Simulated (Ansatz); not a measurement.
Geometry optimisation, UKS PBE0-D4/def2-SVP in Ansatz 0.2.0.

input.yaml

```yaml
crystal:
  periodic: [false, false, false]
  atoms:
    - { symbol: Si, position_ang: [0.023458, 0.0, -0.068466] }
    - { symbol: H, position_ang: [0.15496, 0.0, 1.400972] }
    - { symbol: H, position_ang: [1.389797, 0.0, -0.666959] }
    - { symbol: H, position_ang: [-0.719928, 1.221507, -0.492135] }
    - { symbol: H, position_ang: [-0.719928, -1.221507, -0.492135] }
    - { symbol: Cl, position_ang: [-0.126957, 0.0, 3.950123] }
magnetization:
  spin_polarized: true
  initial_magnetization: 1
basis:
  gaussian: { orbitals: def2-SVP }
hamiltonian:
  xc: pbe0
  dispersion: d4
relax:
  f_tol: 0.03
  max_steps: 50
output:
  orbitals: {}
```

Run as:

```bash
$ ansatz run input.yaml --threads 1 --pin off --max-ram 2048MiB --backend cpu --events-out ev --progress --plain --runs-dir out
```

Problem. Where does it end, and by what steps?

Solution. It converged. After 13 steps the energy has fallen by 0.481 eV; H2 moved furthest, 0.86 Å. Parted: Si1–H2 (1.48 → 2.51 Å). Joined: H2–Cl6 (2.56 → 1.30 Å).

| step | energy less start (eV) | largest force component (eV/Å) | accepted |
| --- | --- | --- | --- |
| 0 | 0.0000 | 0.620 | yes |
| 1 | -0.0167 | 0.334 | yes |
| 2 | -0.0765 | 0.291 | yes |
| 3 | -0.1554 | 0.370 | yes |
| 4 | -0.2506 | 0.440 | yes |
| 5 | -0.2838 | 1.060 | yes |
| 6 | -0.3358 | 0.457 | yes |
| 7 | -0.3866 | 0.400 | yes |
| 8 | -0.4347 | 0.242 | yes |
| 9 | -0.4589 | 0.288 | yes |
| 10 | -0.4426 | 1.562 | no |
| 11 | -0.4742 | 0.139 | yes |
| 12 | -0.4800 | 0.055 | yes |
| 13 | -0.4811 | 0.015 | yes |

```xyz
6
Properties=species:S:1:pos:R:3
Si 0.012 0.000 -0.239
H 0.131 0.000 2.265
H 1.397 0.000 -0.787
H -0.741 1.240 -0.581
H -0.741 -1.240 -0.581
Cl -0.057 0.000 3.555
```

Run time: 56 s on 1 thread of Arm Neoverse N1 (shared host), peak memory 0.14 GiB.
